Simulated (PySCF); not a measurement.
Compound: trifluoroacetaldehyde, C₂HF₃O.
Atom-mapped SMILES: `[O:1]=[CH:2][C:3]([F:4])([F:5])[F:6]`

Level of theory: PySCF 2.14.0, delta-SCF UKS SCAN, pcX-2 on the ionised atom, pcseg-1 elsewhere, spin-free X2C. Binding energies are ΔSCF values: E(core-ionised, relaxed orbitals) − E(ground state) at a fixed geometry, referred to the vacuum level.

Some binding energies are withheld.

```tsv
atom(s)	bonded to	level	binding energy (eV)
C2	O (double bond), C and H	C 1s	295.27
C3	3 F and C	C 1s	?
O1	C (double bond)	O 1s	?
F4/F5/F6	C	F 1s	694.81
```

Task: What is the C 1s binding energy of C3?

Result: 299.00 eV (CF3 carbon). The other listed C 1s value is that of C2; the shift against it is +3.73 eV.

Task: Fill in O 1s for O1.

Result: 539.97 eV (aldehyde oxygen).

The listed C 1s values span 3.73 eV, from C2 (bonded to O (double bond), C and H) to C3 (bonded to 3 F and C).

Task: Give the binding energy of C 1s of C3 in hartree and in kJ/mol.

Result: 299.00 eV = 10.9880 Eh = 28849 kJ/mol.

Topologically equivalent atoms share the value of their first member; where this conformer doesn't relate them by symmetry, their own values could differ. Spin contamination (⟨S²⟩ against 0.75 for a pure doublet) is marked for C 1s of C2 (0.87), which makes this value less certain. Geometry: PBE0-D3(BJ)/def2-SVP; no solvent, vibrations or thermal averaging.

Conformer computed: `[O:1]=[CH:2][C:3]([F:4])([F:5])[F:6]`: O1–C2–C3–F4 127°.
